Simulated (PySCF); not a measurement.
**Working out the ionisation energy of Si**

Si [Ne] 3s2 3p2 (3P) → Si⁺ [Ne] 3s2 3p1 (2P). All numbers are calculated (PySCF 2.14, scalar relativity by spin-free X2C-1e, in aug-cc-pCVTZ-DK with one added diffuse shell each of s, p, d, f type (9s8p6d4f, 91 functions)). Frozen: nothing. Energies in hartree (1 hartree = 27.21139 eV):

| part | Si (lower) | Si⁺ (upper) |
| --- | --- | --- |
| UHF | -289.459298 | -289.179024 |
| MP2 opposite-spin | -0.279376 | -0.271407 |
| MP2 same-spin | -0.097788 | -0.090604 |

Question: What does Hartree-Fock give?

Answer: (-289.179024) − (-289.459298) = 0.280274 hartree = 7.627 eV.

Question: What do MP2 and SCS-MP2 (6/5 opposite-spin, 1/3 same-spin) give?

Answer: The opposite-spin parts differ by 0.217 eV and the same-spin parts by 0.195 eV. MP2: 7.627 + (0.217) + (0.195) = 8.039 eV. SCS-MP2: 7.627 + 1.2 × (0.217) + (0.195)/3 = 7.952 eV.

Measured between the centres of the two terms (NIST): 8.157 eV, so MP2 (all electrons) is off by -0.118 eV.

What remains against the reference includes basis incompleteness and correlation beyond second order.
